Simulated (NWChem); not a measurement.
Correlation energy of CH2

```xyz
3

C      0.0000     0.0000     0.1799
H      0.8622     0.0000    -0.5398
H     -0.8622     0.0000    -0.5398
```
Charge 0, spin multiplicity 1.

Program: NWChem. Structure: optimised with B3LYP/def2-SVP, a minimum by its harmonic frequencies.

Basis set: cc-pVQZ. Each correlation energy counts from its own Hartree-Fock reference.

The correlated methods keep 1 core orbital frozen. The structure started from a generated list of species. Coupled-cluster values serve here as a point of comparison, not as the truth.

**Question.** Order these methods by the correlation energy they give, lowest first: CCSD, SCS-MP2, CCSD+T(CCSD), RI-MP2.

**Answer.** CCSD+T(CCSD) (-177.5 mHa), CCSD (-172.0 mHa), SCS-MP2 (-159.7 mHa), RI-MP2 (-148.5 mHa)
